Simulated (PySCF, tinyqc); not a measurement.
Inside a calculation. Method: G0W0 on RHF in the sto-3g basis, for CH+, spin multiplicity 1. The lowest restricted solution is unstable here: a spin-polarised one lies 0.0094 hartree lower (PySCF). Computed by tinyqc, a small Python program that keeps every step (integrals from PySCF). Settings: charge = 1, multiplicity = 1, basis = sto-3g, method = RHF, energy threshold = 1e-10, iteration cap = 63, orthogonalisation = canonical, start = core, DIIS depth = 6. Command: `OMP_NUM_THREADS=1 python tinyqc.py 21361 21362 out.jsonl` (the two numbers bound the seeds that draw the settings). One thread of a shared host (Intel(R) Xeon(R) Processor @ 2.60GHz), about 0.06 s of CPU time with the checks. The early iterations of the SCF are left out here.

## One-electron integrals

Geometry (angstrom):
```
atom         x         y         z
C     0.000000  0.000000  0.000000
H     0.000000  0.000000  1.270000
```

Basis sto-3g: exponents (1/bohr^2) and contraction coefficients of normalised primitives:
```
element  l (shell)   exponent  coefficient
C            s (1)  71.616837     0.154329
C            s (1)  13.045096     0.535328
C            s (1)   3.530512     0.444635
C            s (2)   2.941249    -0.099967
C            s (2)   0.683483     0.399513
C            s (2)   0.222290     0.700115
C            p (3)   2.941249     0.155916
C            p (3)   0.683483     0.607684
C            p (3)   0.222290     0.391957
H            s (1)   3.425251     0.154329
H            s (1)   0.623914     0.535328
H            s (1)   0.168855     0.444635
```

Overlap, kinetic and nuclear-attraction integrals over the contracted functions; the nuclear repulsion is the sum of Za Zb / Rab.

nuclear repulsion = 2.50004982 hartree

overlap S, lower triangle:
```
           1C 1s     1C 2s    1C 2px    1C 2py    1C 2pz     2H 1s
1C 1s   1.000000
1C 2s   0.248362  1.000000
1C 2px  0.000000  0.000000  1.000000
1C 2py  0.000000  0.000000  0.000000  1.000000
1C 2pz  0.000000  0.000000  0.000000  0.000000  1.000000
2H 1s   0.041037  0.392603  0.000000  0.000000  0.400525  1.000000
```

kinetic energy T (hartree), lower triangle:
```
            1C 1s     1C 2s    1C 2px    1C 2py    1C 2pz     2H 1s
1C 1s   15.891122
1C 2s   -0.085890  0.472250
1C 2px   0.000000  0.000000  1.477728
1C 2py   0.000000  0.000000  0.000000  1.477728
1C 2pz   0.000000  0.000000  0.000000  0.000000  1.477728
2H 1s   -0.011726  0.057405  0.000000  0.000000  0.163792  0.760032
```

nuclear attraction V (hartree), lower triangle:
```
             1C 1s      1C 2s     1C 2px     1C 2py     1C 2pz      2H 1s
1C 1s   -34.069416
1C 2s    -4.295715  -5.601380
1C 2px    0.000000   0.000000  -5.528675
1C 2py    0.000000   0.000000   0.000000  -5.528675
1C 2pz   -0.012475  -0.136356   0.000000   0.000000  -5.621237
2H 1s    -0.720503  -1.794318   0.000000   0.000000  -1.703365  -3.700337
```

core Hamiltonian H = T + V (hartree), lower triangle:
```
             1C 1s      1C 2s     1C 2px     1C 2py     1C 2pz      2H 1s
1C 1s   -18.178294
1C 2s    -4.381605  -5.129130
1C 2px    0.000000   0.000000  -4.050947
1C 2py    0.000000   0.000000   0.000000  -4.050947
1C 2pz   -0.012475  -0.136356   0.000000   0.000000  -4.143509
2H 1s    -0.732229  -1.736913   0.000000   0.000000  -1.539572  -2.940305
```

## Two-electron integrals

Functions are numbered as in S; the eight-fold symmetry (ij|kl) = (ji|kl) = (kl|ij) leaves the list below.

Two-electron integrals (ij|kl) in chemists' order, unique and non-zero (hartree):
```
(11|11) 3.541948   (21|11) 0.576921   (21|21) 0.111888   (22|11) 0.854682
(22|21) 0.205284   (22|22) 0.624709   (31|31) 0.020296   (32|31) 0.030858
(32|32) 0.137996   (33|11) 0.852436   (33|21) 0.205335   (33|22) 0.624568
(33|33) 0.672833   (41|41) 0.020296   (42|41) 0.030858   (42|42) 0.137996
(43|43) 0.036269   (44|11) 0.852436   (44|21) 0.205335   (44|22) 0.624568
(44|33) 0.600295   (44|44) 0.672833   (51|51) 0.020296   (52|51) 0.030858
(52|52) 0.137996   (53|53) 0.036269   (54|54) 0.036269   (55|11) 0.852436
(55|21) 0.205335   (55|22) 0.624568   (55|33) 0.600295   (55|44) 0.600295
(55|55) 0.672833   (61|11) 0.095693   (61|21) 0.018460   (61|22) 0.033853
(61|33) 0.033740   (61|44) 0.033740   (61|51) 0.001103   (61|52) 0.002073
(61|55) 0.034092   (61|61) 0.003111   (62|11) 0.249132   (62|21) 0.060735
(62|22) 0.205871   (62|33) 0.200762   (62|44) 0.200762   (62|51) 0.005761
(62|52) 0.041219   (62|55) 0.215890   (62|61) 0.010464   (62|62) 0.092138
(63|31) 0.005919   (63|32) 0.031995   (63|53) 0.007864   (63|63) 0.010754
(64|41) 0.005919   (64|42) 0.031995   (64|54) 0.007864   (64|64) 0.010754
(65|11) 0.220161   (65|21) 0.054333   (65|22) 0.195282   (65|33) 0.185548
(65|44) 0.185548   (65|51) 0.010365   (65|52) 0.067920   (65|55) 0.214530
(65|61) 0.009758   (65|62) 0.103662   (65|65) 0.125261   (66|11) 0.411976
(66|21) 0.102109   (66|22) 0.395035   (66|33) 0.374614   (66|44) 0.374614
(66|51) 0.011492   (66|52) 0.112462   (66|55) 0.435346   (66|61) 0.017793
(66|62) 0.230209   (66|65) 0.285142   (66|66) 0.774606
```

## Orthogonalisation

S = U s U^T; canonical form X = U s^(-1/2), so that X^T S X = 1. Each column of U has its largest component positive (the first on a tie).

eigenvalues of S: 0.421635  0.818658  1.000000  1.000000  1.156379  1.603328

X:
```
                1          2         3          4          5         6
1C 1s    0.281751   0.770086  0.000000   0.000000   0.594756  0.211891
1C 2s   -0.828277  -0.521592  0.000000   0.000000   0.409686  0.428163
1C 2px   0.000000   0.000000  0.202210   0.979342   0.000000  0.000000
1C 2py   0.000000   0.000000  0.979342  -0.202210   0.000000  0.000000
1C 2pz  -0.721559   0.543862  0.000000   0.000000  -0.545707  0.347817
2H 1s    1.041944  -0.246239  0.000000   0.000000  -0.213062  0.523932
```

Within a degenerate level the vectors are fixed only up to a rotation; this is one choice.

## Iteration 7 (converged): orbitals

converged F (hartree), lower triangle:
```
             1C 1s      1C 2s     1C 2px     1C 2py     1C 2pz      2H 1s
1C 1s   -11.682806
1C 2s    -3.106141  -1.899045
1C 2px    0.000000   0.000000  -0.274753
1C 2py    0.000000   0.000000   0.000000  -0.274753
1C 2pz   -0.018018  -0.071710   0.000000   0.000000  -0.733071
2H 1s    -0.525667  -0.724523   0.000000   0.000000  -0.605644  -0.730626
```

Diagonalise F' = X^T F X, C = X C', fill 3 alpha and 3 beta electrons from the bottom; D = 2 C_occ C_occ^T. Each column has its largest component positive (the first on a tie).

F' = X^T F X (hartree), lower triangle:
```
           1          2          3          4          5          6
1  -0.181174
2  -1.020010  -5.009723
3   0.000000   0.000000  -0.274753
4   0.000000   0.000000   0.000000  -0.274753
5  -0.748945  -4.672265   0.000000   0.000000  -6.053900
6  -0.217629  -2.249091   0.000000   0.000000  -2.651910  -2.412049
```

orbital energies (hartree): MO1 -11.687289, MO2 -1.201012, MO3 -0.835358, MO4 -0.274753, MO5 -0.274753, MO6 0.066812

coefficients C:
```
              MO1        MO2        MO3        MO4       MO5        MO6
1C 1s    0.994351  -0.240336   0.123103   0.000000  0.000000   0.096952
1C 2s    0.022763   0.850972  -0.533175   0.000000  0.000000  -0.548015
1C 2px   0.000000   0.000000   0.000000   0.922780  0.385328   0.000000
1C 2py   0.000000   0.000000   0.000000  -0.385328  0.922780   0.000000
1C 2pz   0.003732   0.191749   0.712010   0.000000  0.000000  -0.831544
2H 1s   -0.005236   0.265102   0.401549   0.000000  0.000000   1.111141
```

D after iteration 7, lower triangle:
```
            1C 1s      1C 2s    1C 2px    1C 2py    1C 2pz     2H 1s
1C 1s    2.123299
1C 2s   -0.495041   2.017894
1C 2px   0.000000   0.000000  0.000000
1C 2py   0.000000   0.000000  0.000000  0.000000
1C 2pz   0.090556  -0.432736  0.000000  0.000000  1.087479
2H 1s   -0.038976   0.022759  0.000000  0.000000  0.673440  0.463096
```

Within a degenerate level the vectors are fixed only up to a rotation; this is one choice.

## Convergence

Stop when the energy changes by less than 1e-10 hartree and every element of the error matrix X^T (F D S - S D F) X is below 3e-06.

Course of the cycle:
```
iteration   E (hartree)     change  largest element of the error matrix
1          -36.99532577          -                             5.70e-01
2          -37.44047818  -4.45e-01                             1.40e-01
3          -37.45217002  -1.17e-02                             7.41e-03
4          -37.45226819  -9.82e-05                             2.09e-03
5          -37.45227221  -4.02e-06                             5.71e-05
6          -37.45227222  -1.72e-09                             1.66e-06
7          -37.45227222  -1.63e-12                             3.76e-10
```

PySCF RHF in the same basis = -37.45227222 hartree

Converged in 7 iterations.

## Integrals over molecular orbitals

(pq|rs) = sum C_ip C_jq C_kr C_ls (ij|kl), one index at a time.

one-electron integrals over orbitals h = C^T H C (hartree), lower triangle:
```
            1          2          3          4          5          6
1  -18.166661
2    0.362331  -4.221263
3   -0.177017   0.188607  -3.840740
4    0.000000   0.000000   0.000000  -4.050947
5    0.000000   0.000000   0.000000   0.000000  -4.050947
6   -0.138045   0.577673   0.519571   0.000000   0.000000  -3.060671
```

Two-electron integrals over orbitals (pq|rs), unique and non-zero (hartree):
```
(11|11) 3.513274    (21|11) -0.317000   (21|21) 0.046149    (22|11) 0.769994
(22|21) -0.009140   (22|22) 0.591122    (31|11) 0.160025    (31|21) -0.019643
(31|22) 0.016502    (31|31) 0.023179    (32|11) -0.095343   (32|21) 0.008797
(32|22) 0.034780    (32|31) 0.012282    (32|32) 0.102978    (33|11) 0.747719
(33|21) -0.011955   (33|22) 0.519134    (33|31) -0.007215   (33|32) -0.052345
(33|33) 0.597833    (41|41) 0.021467    (42|41) 0.025394    (42|42) 0.105051
(43|41) -0.012666   (43|42) -0.041806   (43|43) 0.046988    (44|11) 0.852064
(44|21) -0.009831   (44|22) 0.571076    (44|31) 0.004718    (44|32) -0.051561
(44|33) 0.551711    (44|44) 0.672833    (51|51) 0.021467    (52|51) 0.025394
(52|52) 0.105051    (53|51) -0.012666   (53|52) -0.041806   (53|53) 0.046988
(54|54) 0.036269    (55|11) 0.852064    (55|21) -0.009831   (55|22) 0.571076
(55|31) 0.004718    (55|32) -0.051561   (55|33) 0.551711    (55|44) 0.600295
(55|55) 0.672833    (61|11) 0.126271    (61|21) -0.021684   (61|22) -0.005602
(61|31) -0.002811   (61|32) -0.016168   (61|33) 0.014981    (61|44) 0.003399
(61|55) 0.003399    (61|61) 0.020011    (62|11) -0.197274   (62|21) 0.003123
(62|22) -0.079639   (62|31) -0.013336   (62|32) 0.012088    (62|33) -0.023996
(62|44) -0.101359   (62|55) -0.101359   (62|61) 0.007949    (62|62) 0.093365
(63|11) -0.182410   (63|21) 0.004507    (63|22) -0.032170   (63|31) 0.003862
(63|32) 0.077178    (63|33) -0.081134   (63|44) -0.092421   (63|55) -0.092421
(63|61) -0.006638   (63|62) 0.065284    (63|63) 0.114225    (64|41) -0.009182
(64|42) -0.036714   (64|43) -0.001149   (64|64) 0.024489    (65|51) -0.009182
(65|52) -0.036714   (65|53) -0.001149   (65|65) 0.024489    (66|11) 0.636904
(66|21) -0.004405   (66|22) 0.546131    (66|31) 0.014512    (66|32) 0.090669
(66|33) 0.494508    (66|44) 0.471252    (66|55) 0.471252    (66|61) -0.008165
(66|62) 0.009581    (66|63) 0.062657    (66|66) 0.646305
```

## Screening: direct RPA

With D = e_a - e_i and K = (ia|jb): diagonalise D^(1/2) (D + 4K) D^(1/2) = Z w^2 Z^T; X + Y = D^(1/2) Z w^(-1/2), each column of Z with its largest component positive (the first on a tie); E_c = (sum w - tr (D + 2K)) / 2.

D^(1/2) (D + 4K) D^(1/2) (hartree^2), lower triangle:
```
            1>4         1>5         1>6        2>4        2>5       2>6       3>4       3>5
1>4  131.225965
1>5    0.000000  131.225965
1>6    0.000000    0.000000  139.099727
2>4    0.330250    0.000000    0.000000   1.247174
2>5    0.000000    0.330250    0.000000   0.000000   1.247174
2>6    0.000000    0.000000    0.122741   0.000000   0.000000  2.080861
3>4   -0.128150    0.000000    0.000000  -0.120502   0.000000  0.000000  0.419645
3>5    0.000000   -0.128150    0.000000   0.000000  -0.120502  0.000000  0.000000  0.419645
3>6    0.000000    0.000000   -0.086469   0.000000   0.000000  0.279279  0.000000  0.000000

          3>6
3>6  1.226113
```

excitation energies w (hartree): 0.634355  0.634355  1.069042  1.124032  1.124032  1.471040  11.455432  11.455432  11.794062

X + Y:
```
            1          2          3          4          5          6          7          8
1>4  0.000005   0.002604   0.000000  -0.000028  -0.008459   0.000000   0.998122   0.000000
1>5  0.002604  -0.000005   0.000000  -0.008459   0.000028   0.000000   0.000000   0.998122
1>6  0.000000   0.000000   0.002834   0.000000   0.000000  -0.001919   0.000000   0.000000
2>4  0.000303   0.170357   0.000000   0.002976   0.898698   0.000000   0.000723   0.000000
2>5  0.170357  -0.000303   0.000000   0.898698  -0.002976   0.000000   0.000000   0.000723
2>6  0.000000   0.000000  -0.310868   0.000000   0.000000   0.889733   0.000000   0.000000
3>4  0.001656   0.930684   0.000000  -0.000330  -0.099561   0.000000  -0.000217   0.000000
3>5  0.930684  -0.001656   0.000000  -0.099561   0.000330   0.000000   0.000000  -0.000217
3>6  0.000000   0.000000   0.880419   0.000000   0.000000   0.223551   0.000000   0.000000

             9
1>4   0.000000
1>5   0.000000
1>6   0.998304
2>4   0.000000
2>5   0.000000
2>6   0.000293
3>4   0.000000
3>5   0.000000
3>6  -0.000173
```

RPA correlation energy = -0.05517114 hartree

Within a degenerate level the vectors are fixed only up to a rotation; this is one choice.

## G0W0 on Hartree-Fock: HOMO

W(p,q,m) = sqrt2 sum_ia (pq|ia) (X+Y)_ia,m; Sigma_c(x) = sum_(i,m) W^2/(x - e_i + w_m) + sum_(a,m) W^2/(x - e_a - w_m); solve x = e_p + Sigma_c(x) by Newton steps; Z = 1/(1 - dSigma/dx); 1 hartree = 27.211386 eV.

The 12 largest terms at x = e_p (hartree; W for the signs of X + Y given):
```
q  m          W       term
3  3  -0.090410   0.007646
6  3   0.113494  -0.006535
6  6   0.118275  -0.005895
2  3   0.090715   0.005736
5  1   0.051727  -0.002239
4  2   0.051727  -0.002239
3  6  -0.055885   0.002123
5  4  -0.059598  -0.002108
4  5  -0.059598  -0.002108
2  6   0.039653   0.000856
2  9  -0.022840   0.000043
3  9   0.021161   0.000038
```

Newton steps (hartree):
```
step          x  Sigma_c(x)         Z
0     -0.835358   -0.004713  0.975492
1     -0.839955   -0.004597  0.975462
2     -0.839955   -0.004597  0.975462
```

quasiparticle energy of the HOMO = -22.856337 eV

Hartree-Fock value = -22.731240 eV

## G0W0 on Hartree-Fock: LUMO

As before.

The 12 largest terms at x = e_p (hartree; W for the signs of X + Y given):
```
q  m          W       term
4  6  -0.156766  -0.016706
2  5   0.139097   0.009437
4  3  -0.070499  -0.004649
3  2   0.051727   0.002239
3  5  -0.059598   0.002108
6  5  -0.046390  -0.001468
2  2  -0.029622   0.000562
6  2  -0.010391  -0.000111
2  7   0.035965   0.000104
1  5   0.033801   0.000091
1  7   0.030332   0.000040
3  7  -0.017936   0.000027
```

Newton steps (hartree):
```
step          x  Sigma_c(x)         Z
0     -0.274753   -0.008332  0.975675
1     -0.282882   -0.008130  0.975794
2     -0.282883   -0.008130  0.975794
```

quasiparticle energy of the LUMO = -7.697631 eV

Hartree-Fock value = -7.476404 eV
